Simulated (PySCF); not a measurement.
All values below come from B3LYP-D3(BJ)/def2-TZVP (PySCF). All species are isolated molecules in the gas phase. B3LYP has the VWN-RPA correlation part, as in Gaussian. Excitations are Tamm–Dancoff values on a coarser integration grid. The basis has no diffuse functions, so Rydberg states are missing or too high.

Reference species (SMILES): `NB(F)F` (neutral, multiplicity 1).

The T1 excitation (TDA) is 7.04 eV and the HOMO is -8.41 eV.

Changed species: `FB(F)F` (0 of 3 F replaced by NH2; the reference has 1 of 3 F replaced by NH2).

Problem. Give the shifts of the T1 excitation (TDA) and HOMO.

Solution. the T1 excitation (TDA) increases by 3.19 eV, to 10.23 eV; the HOMO falls by 3.49 eV, to -11.90 eV.
